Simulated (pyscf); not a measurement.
**Insertion: `[Ge]=[Se]` [singlet] + `[FH]` → `[F][GeH]=[Se]`**

Gas phase, singlet surface, charge 0. Bonds broken: F3–H4. Bonds formed: Ge1–F3, Ge1–H4. PySCF, gas phase, ωB97X-D3(BJ)/def2-SVP geometries. MP2 and CC: frozen core, UHF for open shells. ΔMP2 is the change of the MP2 total energy from the triple- to the quadruple-zeta basis.

Transition state (Å):

```xyz
4

Ge     0.2860     0.4622    -0.7688
Se     2.2854     0.8866    -1.2969
F     -0.2770     0.3393     1.1230
H     -1.0760     0.1723     0.0298
```

One imaginary mode, 1447i cm⁻¹; descent along it reached the two sides named.

| bond | change | reactant side (Å) | saddle | product side |
|---|---|---|---|---|
| F3–H4 | breaks | 0.926 | 1.364 | 2.546 |
| Ge1–F3 | forms | 2.8 | 1.978 | 1.736 |
| Ge1–H4 | forms | 3.1 | 1.605 | 1.529 |

Electronic energies relative to the separated reactants (kcal/mol):

```tsv
level	barrier	reaction energy	reverse barrier
ωB97X-D3(BJ)/def2-TZVP	39.3	-10.8	50.1
PBE/def2-TZVP	30.1	-7.2	37.2
r²SCAN/def2-TZVP	31.9	-11.2	43.1
B3LYP-D3(BJ)/def2-TZVP	38.3	-5.7	44.0
PBE0-D3(BJ)/def2-TZVP	36.5	-8.8	45.2
M06-2X/def2-TZVP	40.1	-12.0	52.1
ωB97M-D3(BJ)/def2-TZVP	40.8	-6.6	47.4
HF/def2-TZVP	59.4	-7.2	66.6
MP2/def2-QZVPP	41.9	-5.1	47.0
CCSD/def2-TZVPP	46.9	-5.9	52.8
CCSD(T)/def2-TZVPP	43.4	-5.6	49.0
CCSD(T)/def2-TZVPP + ΔMP2(QZVPP)	43.6	-4.1	47.6
```

With CCSD(T)/def2-TZVPP + ΔMP2(QZVPP) energies and thermal terms (ideal gas, 1 atm, RRHO with modes under 100 cm⁻¹ raised to 100, one conformer, R ln 2 for chiral ones without a mode under 150 cm⁻¹), in kcal/mol:

```
T (K)   ΔH‡   ΔG‡    ΔH     ΔG
-----  ----  ----  ----  -----
298    40.9  49.2  -4.9   +3.7
600    40.7  57.7  -4.8  +12.4
900    40.8  66.2  -4.3  +20.9
1200   41.1  74.6  -3.6  +29.2
```

One saddle was located; it need not be the lowest between these sides. The CCSD(T) − MP2 part came from Ansatz, without density fitting, on the same reference. The frozen core leaves the outer d or s,p core shells of the metals and heavy elements correlated in the MP2 and CC values, and def2-TZVPP describes them poorly, which can shift differences by a few kcal/mol. Elements up to Kr have no core potential and no relativistic terms here.
